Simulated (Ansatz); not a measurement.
## PF3 (SMILES FP(F)F): methods side by side

PF3 has 4 atoms, charge 0, and is taken as a singlet. As SMILES, `FP(F)F`. Geometry: relaxed at GFN2-xTB.

```jsonl
{"atom": "P", "x (Å)": "-0.0046", "y (Å)": "0.0051", "z (Å)": "0.6423"}
{"atom": "F", "x (Å)": "1.3496", "y (Å)": "-0.0296", "z (Å)": "-0.2031"}
{"atom": "F", "x (Å)": "-0.6485", "y (Å)": "1.1803", "z (Å)": "-0.2282"}
{"atom": "F", "x (Å)": "-0.6965", "y (Å)": "-1.1558", "z (Å)": "-0.2109"}
```

Quantity: the energy change with the P1–F2 bond stretched from 1.597 to 2.395 Å, in eV. The values are calculated.

```json
{"level": "HF/STO-3G (restricted)", "kind": "Hartree–Fock", "program": "Ansatz", "value (eV)": "4.86", "less FCI/STO-3G": "+2.74"}
{"level": "PBE/STO-3G (restricted)", "kind": "GGA", "program": "Ansatz", "value (eV)": "2.42", "less FCI/STO-3G": "+0.30"}
{"level": "PBE0/STO-3G (restricted)", "kind": "global hybrid", "program": "Ansatz", "value (eV)": "3.12", "less FCI/STO-3G": "+1.00"}
{"level": "CAM-B3LYP/STO-3G (restricted)", "kind": "range-separated hybrid", "program": "Ansatz", "value (eV)": "3.36", "less FCI/STO-3G": "+1.24"}
{"level": "wB97X/STO-3G (restricted)", "kind": "range-separated hybrid", "program": "Ansatz", "value (eV)": "3.39", "less FCI/STO-3G": "+1.27"}
{"level": "B2PLYP/STO-3G (restricted)", "kind": "double hybrid", "program": "Ansatz", "value (eV)": "3.03", "less FCI/STO-3G": "+0.91"}
{"level": "RPA@PBE/STO-3G (restricted)", "kind": "RPA", "program": "Ansatz", "value (eV)": "1.92", "less FCI/STO-3G": "-0.20"}
{"level": "MP2/STO-3G (restricted)", "kind": "perturbation theory", "program": "Ansatz", "value (eV)": "3.26", "less FCI/STO-3G": "+1.14"}
{"level": "CCSD/STO-3G (restricted)", "kind": "coupled cluster or CI", "program": "Ansatz", "value (eV)": "2.25", "less FCI/STO-3G": "+0.13"}
{"level": "FCI/STO-3G", "kind": "exact in the basis", "program": "Ansatz", "value (eV)": "2.12", "less FCI/STO-3G": "0.00"}
```

FCI/STO-3G is exact within its basis and frozen core, so for wave-function methods in that basis the difference is their error; functionals converge differently with the basis, so for them it is only a difference. A spin-restricted reference rises too steeply as a bond breaks; here HF/STO-3G, PBE0/STO-3G, CAM-B3LYP/STO-3G, wB97X/STO-3G, B2PLYP/STO-3G, MP2/STO-3G lie well above the multireference or unrestricted value. The first shape isn't each level's own minimum. The values span 1.92 to 4.86 eV. All rows use very small basis sets, so none should be taken for the real molecule's value.
